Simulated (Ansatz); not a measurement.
Program: Ansatz.

The input (input.yaml):

```yaml
crystal:
  periodic: [false, false, false]
  atoms:
    - { symbol: Al, position_ang: [0.003242, 0.69547, 0.802336] }
    - { symbol: C, position_ang: [-0.032085, -0.578186, -0.679708] }
    - { symbol: H, position_ang: [1.40368, 1.142153, 1.418126] }
    - { symbol: H, position_ang: [-1.334059, 1.298029, 1.422986] }
    - { symbol: H, position_ang: [0.601727, -0.23305, -1.516087] }
    - { symbol: H, position_ang: [0.396296, -1.548319, -0.367411] }
    - { symbol: H, position_ang: [-1.038799, -0.776195, -1.080441] }
basis:
  gaussian: { orbitals: def2-SVP }
hamiltonian:
  xc: r2scan
  dispersion: d4
neb:
  order_check: false
  images: 7
  f_tol: 0.05
  max_iterations: 8
  final_atoms:
    - { symbol: Al, position_ang: [0.003242, 0.69547, 0.802336] }
    - { symbol: C, position_ang: [-0.032085, -0.578186, -0.679708] }
    - { symbol: H, position_ang: [1.40368, 1.142153, 1.418126] }
    - { symbol: H, position_ang: [-1.334059, 1.298029, 1.422986] }
    - { symbol: H, position_ang: [0.601727, -0.23305, -1.516087] }
    - { symbol: H, position_ang: [0.396296, -1.548319, -0.367411] }
    - { symbol: H, position_ang: [-1.038799, -0.776195, -1.080441] }
  initial_path: idpp
```

Run as:

```bash
$ ansatz run input.yaml --threads 1 --pin off --max-ram 2048MiB --backend cpu --events-out ev --progress --plain --runs-dir out
```

Problem. What happens when this is run?

Solution. The input was rejected before any iteration.

```
Error: invalid value for `neb.final_atoms`: is identical to crystal.atoms — the two endpoints must differ for a path to exist
```
